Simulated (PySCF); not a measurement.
# Identify the compound

An unknown has the formula CF2. Its calculated NMR data are:

$^{13}$C{$^{1}$H} NMR (computed): δ 321.3 (C, t, J = 779.7 Hz).

- structure optimised with PBE0-D3(BJ)/def2-SVP
- couplings computed with B3LYP/pcJ-1
- σ from GIAO-PBE0/pcSseg-1
- code: PySCF 2.14.0 with density-fitted response routines
- non-relativistic Hamiltonian, isolated molecule, fast rotation and ring inversion assumed for equivalent nuclei, a single conformation

Shifts are taken against calculated references (same method and geometry level): $^{13}$C against TMS.

Deduce the structure.

Results:


- Rings plus π bonds: 1 (no ring in the answer).
- Carbon types of the structure: 1 × C.
- δC 321.3: carbon bonded to 2 F.

Structure: Difluoromethylene (SMILES F[C]F).

Common functionals overestimate the size of one-bond C–F couplings by tens of Hz; these are unscaled. Shifts are as computed. Against solution values, carbons near 30 ppm lie about +2 ppm off and those near 130 ppm about +5 ppm. Of 1211 compounds with measured shifts, 218 miss one by over three times the rms of a fit or turn the order of signals round; such compounds aren't used in these exercises.
